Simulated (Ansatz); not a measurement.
```csv
atom,x (Å),y (Å),z (Å)
H,0.0000,0.0000,0.3686
H,0.0000,0.0000,-0.3686
```

Basis set: pcseg-2 (spherical functions). Charge 0, multiplicity 1.

Computed with Ansatz (development build ahead of 0.2.0); each method stands on the lowest determinant of its kind that the runs found. Restricted functionals stand beside restricted open-shell atoms, which can lie above the unrestricted atoms usual in DFT and then raise those values.

Problem. Give the atomization energy at this shape (free ground-state atoms in the same class of orbitals less the molecule, no zero-point energy) of singlet H₂ by r²SCAN (restricted), PBE0 (restricted).

Solution.

```json
{"method": "r²SCAN (restricted)", "atomization energy": "4.66 eV"}
{"method": "PBE0 (restricted)", "atomization energy": "4.52 eV"}
```

The shape needn't be a minimum at these levels.
